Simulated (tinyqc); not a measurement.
Inside a calculation. Method: extended Hueckel theory, for BH+. The parameters take no account of the charge, which enters only through the electron count. Computed by tinyqc, a small Python program that keeps every step (integrals from PySCF). Settings: charge = 1, K = 1.5, weighted = 1, multiplicity = 2. Command: `OMP_NUM_THREADS=1 python tinyqc.py 23923 23924 out.jsonl` (the two numbers bound the seeds that draw the settings). One thread of a shared host (Intel(R) Xeon(R) Processor @ 2.60GHz), about 0.01 s of CPU time with the checks.

## Overlaps

Geometry (angstrom):
```
atom         x         y         z
B     0.000000  0.000000  0.000000
H     0.000000  0.000000  1.239000
```

Parameters chosen for this run:
```
element  shell  Slater exponent   H_ii (eV)
H           1s         1.300000  -13.600000
B           2s         1.300000  -15.200000
B           2p         1.300000   -8.500000
```

Slater orbitals, each expanded in six Gaussians scaled to its exponent.

overlap S:
```
           1B 2s    1B 2px    1B 2py    1B 2pz     2H 1s
1B 2s   1.000000  0.000000  0.000000  0.000000  0.466126
1B 2px  0.000000  1.000000  0.000000  0.000000  0.000000
1B 2py  0.000000  0.000000  1.000000  0.000000  0.000000
1B 2pz  0.000000  0.000000  0.000000  1.000000  0.517252
2H 1s   0.466126  0.000000  0.000000  0.517252  1.000000
```

## Wolfsberg-Helmholz matrix

diagonal H_ii (eV): 1B 2s -15.200000, 1B 2px -8.500000, 1B 2py -8.500000, 1B 2pz -8.500000, 2H 1s -13.600000

K = 1.500000

H_ij = K' S_ij (H_ii + H_jj)/2 for i != j (the diagonal keeps H_ii), with K' = K + D^2 + D^4 (1 - K), D = (H_ii - H_jj)/(H_ii + H_jj), K = 1.5.

H (eV):
```
             1B 2s     1B 2px     1B 2py     1B 2pz       2H 1s
1B 2s   -15.200000   0.000000   0.000000   0.000000  -10.089012
1B 2px    0.000000  -8.500000   0.000000   0.000000    0.000000
1B 2py    0.000000   0.000000  -8.500000   0.000000    0.000000
1B 2pz    0.000000   0.000000   0.000000  -8.500000   -8.869724
2H 1s   -10.089012   0.000000   0.000000  -8.869724  -13.600000
```

## Orbitals

valence electrons = 3

Solve H C = S C e through S^(-1/2); fill by pairs from the bottom, a degenerate level sharing its electrons equally; each orbital has its largest coefficient positive (the first on a tie).

orbital energies (eV): -16.797868  -11.194825  -8.500000  -8.500000  3.136851

occupations: 2.000000  1.000000  0.000000  0.000000  0.000000

coefficients:
```
             MO1        MO2       MO3        MO4        MO5
1B 2s   0.678656   0.621179  0.000000   0.000000  -0.758490
1B 2px  0.000000   0.000000  0.002483   0.999997   0.000000
1B 2py  0.000000   0.000000  0.999997  -0.002483   0.000000
1B 2pz  0.010471  -0.583636  0.000000   0.000000  -1.085631
2H 1s   0.480019  -0.510784  0.000000   0.000000   1.204061
```

sum of one-electron energies = -44.790561 eV

Within a degenerate level the vectors are fixed only up to a rotation; this is one choice.

## Mulliken analysis

P = C n C^T; charge = valence electrons (H 1, B 3) minus the sum of (P S)_ii on the atom; overlap population = 2 sum P_ij S_ij between two atoms.

charges: 1B 1.036937, 2H -0.036937

Overlap populations:
```
pair     value
2-1   0.630400
```
